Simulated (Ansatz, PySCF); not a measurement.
Species: dichloromethane, CH₂Cl₂, net charge 0, singlet state. SMILES: ClCCl
Structure (B3LYP-D3(BJ)/def2-TZVP (Ansatz, a first-principles code) minimum search):
```
C
H 1 1.0832
H 1 1.0832 2 111.91
Cl 1 1.7804 2 108.02 3 118.77
Cl 1 1.7804 2 108.02 3 -118.77
```
Charge 0, spin multiplicity 1.

PBE beside other levels, property by property. Cores are frozen in the correlated levels unless marked. UHF or UKS for open shells. Spin-orbit coupling is left out. No relativistic terms. CBS marks a two-point X^-3 extrapolation of the correlation energy; Hartree-Fock from the larger set. [CCSD(T)-MP2]/basis is that difference in the basis named. Rows marked 298 K are enthalpies with B3LYP-D3(BJ) harmonic zero-point and thermal terms from PySCF. Enthalpies of formation rest on the atoms' values in the G2/97 table (older ones for B and Si), with no core term in the frozen-core levels. Anions need diffuse functions, of which def2-TZVPD holds fewer than the aug- sets. The coupled-cluster column (Ansatz) is a level with limits of its own: RI-MP2/CBS(aug-cc-pV(T+d)Z,aug-cc-pV(Q+d)Z)+[CCSD(T)-MP2]/aug-cc-pV(T+d)Z.

```csv
property,PBE/def2-TZVPD (Ansatz),B3LYP-D3(BJ)/def2-TZVPD (Ansatz + dftd3),wB97M-V/def2-TZVPD (Ansatz),CCSD(T)/aug-cc-pV(D+d)Z (Ansatz),coupled cluster,measured
"C-H bond dissociation enthalpy, 298 K, to Cl[CH]Cl + H atom (kcal/mol)",89.7,93.2,95.2,93.5,96.6,-
"C-Cl bond dissociation enthalpy, 298 K, to [CH2]Cl + Cl atom (kcal/mol)",80.2,75.4,80.2,74.3,80.2,-
enthalpy of formation at 298 K by atomisation (kcal/mol),-33.4,-20.8,-25.2,2.9,-24.2,-22.6
"deprotonation enthalpy (C-H bond), 298 K, to Cl[CH-]Cl + H+ (kcal/mol)",373.7,376.1,374.3,374.5,377.1,-
```

Measured values: Active Thermochemical Tables 1.112 (ions: stationary electron), as tabulated in the package chemicals; they hold spin-orbit effects, which all levels lack, and core correlation, which the frozen-core levels lack.

As the rows show:
- C-H bond dissociation enthalpy, 298 K, to Cl[CH]Cl + H atom: PBE lies 6.9 kcal/mol below coupled cluster.
- C-Cl bond dissociation enthalpy, 298 K, to [CH2]Cl + Cl atom: PBE agrees within rounding with coupled cluster.
- enthalpy of formation at 298 K by atomisation: PBE lies 10.8 kcal/mol below the measured value.
- deprotonation enthalpy (C-H bond), 298 K, to Cl[CH-]Cl + H+: PBE lies 3.4 kcal/mol below coupled cluster.
